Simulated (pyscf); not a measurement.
HO–GeH₂–F + H• → F–GeH₂• + H₂O, a substitution at O (doublet surface; Ge–O broken, H–O formed). PySCF, gas phase, ωB97X-D3(BJ)/def2-SVP geometries. MP2 and CC: frozen core, UHF for open shells. ΔMP2 is the change of the MP2 total energy from the triple- to the quadruple-zeta basis. Energies in kJ/mol from the separated reactants.

Small-basis levels: PySCF, no dispersion term, spherical d functions. Open shells are spin-unrestricted. 

Problem. Quick BP86/6-31G*+LANL2DZ single points give ΔE‡ = 30.4 kJ/mol and ΔE = -52.4 kJ/mol. What does CCSD(T)/def2-TZVPP + ΔMP2(QZVPP) give, and how far is the quick result from it?

Solution. CCSD(T)/def2-TZVPP + ΔMP2(QZVPP) gives ΔE‡ = 87.8 kJ/mol and ΔE = -51.3 kJ/mol. BP86/6-31G*+LANL2DZ lies 57.4 kJ/mol under it in the barrier and 1.1 kJ/mol under it in the reaction energy, so on this step it does not hold to within 12.6 kJ/mol. CCSD(T)/def2-TZVPP + ΔMP2(QZVPP) has limits of its own. On the product side the descent ends in a complex (not fully relaxed), 22.8 kJ/mol under the separated species and 155.9 kJ/mol under the saddle at ωB97X-D3(BJ)/def2-TZVP. One saddle was located; it need not be the lowest between these sides. The angle at the attacked O is 148°. The CCSD(T) − MP2 part came from Ansatz, without density fitting, on the same reference. The frozen core leaves the outer d or s,p core shells of the metals and heavy elements correlated in the MP2 and CC values, and def2-TZVPP describes them poorly, which can shift differences by a few kcal/mol. In the def2 sets elements up to Kr have no core potential.
